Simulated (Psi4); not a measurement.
# CHClF2 (difluorochloromethane): TDA-B3LYP/def2-TZVPD (density fitting, save jk yes, sweep point 2)

We compute the excited states of CHClF2 (difluorochloromethane). 

The calculation is run with Psi4 1.11.

2 further runs of the same task are left out: 2 set aside as unsound or not needed.

## Step 1: The system as given

CHClF2 has 5 atoms, charge 0, and is taken as a singlet. SMILES: `FC(F)Cl`. The shape is that of a PBE0-D4/def2-TZVP optimisation.

Bond lengths: F1–C2 1.334 Å, C2–F3 1.334 Å, C2–Cl4 1.763 Å, C2–H5 1.090 Å. Angles: F1–C2–F3 108.3°, F1–C2–Cl4 109.7°, F3–C2–Cl4 109.7°, F1–C2–H5 110.0°, F3–C2–H5 110.0°, Cl4–C2–H5 109.0°.

## Step 2: The excited states at TDA-B3LYP/def2-TZVPD (density fitting, save jk yes, sweep point 2)

File run.py:

```python
import psi4

psi4.set_memory(1600000000)
psi4.set_num_threads(1)
psi4.set_output_file('psi4.out', False)

geom = psi4.geometry("""
0 1
F      0.038900    -0.568100     1.222300
C      0.109400     0.023600     0.028300
F      0.844200    -0.745900    -0.776900
Cl    -1.511000     0.208900    -0.640800
H      0.568600     1.007800     0.125800
symmetry c1
""")

psi4.set_options({
    'basis': 'def2-TZVPD',
    'puream': True,
    'scf_type': 'df',
    'dft_radial_points': 99,
    'dft_spherical_points': 590,
    'save_jk': True,
})

from psi4.driver.procrouting.response.scf_response import tdscf_excitations
result, w = psi4.energy("b3lyp", return_wfn=True)
states = tdscf_excitations(w, states=2, tda=True)
for k, s in enumerate(states, 1):
    print(f"root {k}: {s['EXCITATION ENERGY'] * 27.211386:.4f} eV  f = {s['OSCILLATOR STRENGTH (LEN)']:.4f}  {s['SYMMETRY']}")
print(f'b3lyp energy: {result:.10f} Eh')
```

On the command line:

```bash
$ python run.py
```

**Question.** What will come out? Wanted: ground-state or mean-field energy; dipole moment; HOMO energy; LUMO energy; HOMO–LUMO gap; lowest excitation energy.

**Answer.** As computed:

At TDA-B3LYP/def2-TZVPD (density fitting, save jk yes, sweep point 2):

```
                                quantity          value
       ground-state or mean-field energy  -698.72479 Eh
 dipole moment (B3LYP Kohn–Sham density)         1.42 D
  HOMO energy (B3LYP Kohn–Sham orbitals)       -9.40 eV
  LUMO energy (B3LYP Kohn–Sham orbitals)       -0.34 eV
HOMO–LUMO gap (B3LYP Kohn–Sham orbitals)        9.05 eV
                lowest excitation energy        7.75 eV
```
